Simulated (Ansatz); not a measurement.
## C2H5NO, SMILES COC=N: a rigid torsion scan

Run with Ansatz 0.2.0, Python API.

`c2h5no_torsion.py`
```python
import warnings

import ansatz as az
from ase import Atoms


def main() -> None:
    warnings.simplefilter("ignore", az.DeckWarning)

    atoms = Atoms(["C", "O", "C", "N", "H", "H", "H", "H", "H"], positions=[
        [0.2527, 0.8634, -0.8993],
        [0.0551, -0.5157, -0.8199],
        [-0.1921, -1.0029, 0.4025],
        [-0.1646, -0.2683, 1.4679],
        [0.3762, 1.1544, -1.979],
        [-0.71, 1.426, -0.5801],
        [1.0962, 1.2463, -0.327],
        [-0.2207, -2.0832, 0.3933],
        [-0.4042, -0.8663, 2.3245],
    ])

    first = (
        az.Crystal.molecule_from_ase(atoms).calculation()
        .basis(gaussian="6-31G*")
        .functional("pbe0")
        .relax(force_tolerance=0.02, max_steps=80)
    )
    atoms.positions = first.run(threads=1, backend="cpu").report["positions_ang"]

    start = atoms.get_dihedral(0, 1, 2, 3)
    energies = {}
    for turn in range(0, 360, 40):
        turned = atoms.copy()
        turned.set_dihedral(0, 1, 2, 3, start + turn, indices=[2, 3, 7, 8])
        calc = (
            az.Crystal.molecule_from_ase(turned).calculation()
            .basis(gaussian="6-31G*")
            .correlation("mp2")
        )
        energies[round((start + turn) % 360)] = calc.run(threads=1, backend="cpu").report["free_energy_ev"]
    floor = min(energies.values())
    print("dihedral C0-O1-C2-N3 (deg)   E - E(min) (kJ/mol)")
    for angle, e in sorted(energies.items()):
        print(f"{angle:8d} {96.485332 * (e - floor):14.3f}  " + "#" * int(30 * (e - floor) / max(max(energies.values()) - floor, 1e-9)))


if __name__ == "__main__":
    main()
```

```console
$ python c2h5no_torsion.py
dihedral C0-O1-C2-N3 (deg)   E - E(min) (kJ/mol)
      40         23.514  ##############
      80         50.311  #############################
     120         46.618  ###########################
     160         35.490  #####################
     200         35.432  #####################
     240         46.532  ###########################
     280         50.367  ##############################
     320         23.541  ##############
     360          0.000
```

Notes:
- The settings weren't tested for convergence.
- The scan is rigid and the energies are electronic, in a modest basis. With rigid groups the curve can differ much from the relaxed path, the start wasn't checked as a minimum of this torsion, and equivalent turns needn't return to the same energy.
- The start is relaxed with a density functional and scanned with the wavefunction method, so it isn't exactly that method's minimum.
- It ran for 23 s on 1 thread of Arm Neoverse V2, with other jobs on the host, peak memory 0.21 GiB.

(Lines on the test bed's own set-up are left out of the output.)
